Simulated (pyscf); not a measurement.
Routes from HO–Ti(F)(F)–F + H₂

Candidate steps break at most two bonds and form at most two. Each was searched with GFN2-xTB (tblite) first. Single points on ωB97X-D3(BJ)/def2-SVP structures (PySCF, gas phase). Energies: ωB97M-D3(BJ)/def2-TZVP, kcal/mol, from the separated reactants, singlet surface; ΔG‡ with ideal gas, 1 atm, RRHO with modes under 100 cm⁻¹ raised to 100, one conformer, R ln 2 for chiral ones without a mode under 150 cm⁻¹.

```csv
products,type,ΔE‡,ΔE,ΔG‡ 298 K,ΔG‡ 900 K,ν‡ (cm⁻¹)
H₂O + F–TiH(F)–F,four-centre exchange,36.9,+32.1,47.7,68.4,1282i
HO–TiH(F)–F + HF,four-centre exchange,41.5,+41.6,–,–,628i
```

A dash marks a saddle under its separated products, where this table gives no free-energy barrier. Row 1: On the product side the descent ends in an adduct with a O–Ti contact, 15.3 kcal/mol under the separated species and 17.9 kcal/mol under the saddle at ωB97X-D3(BJ)/def2-TZVP. Row 2: On the product side the descent ends in an adduct with a F–Ti contact, 4.8 kcal/mol under the separated species and 3.1 kcal/mol under the saddle at ωB97X-D3(BJ)/def2-TZVP. 

Plain bond fissions and candidates not yet searched are not listed, and one of them may be faster. Each barrier is that of the saddle found; lower ones may exist.
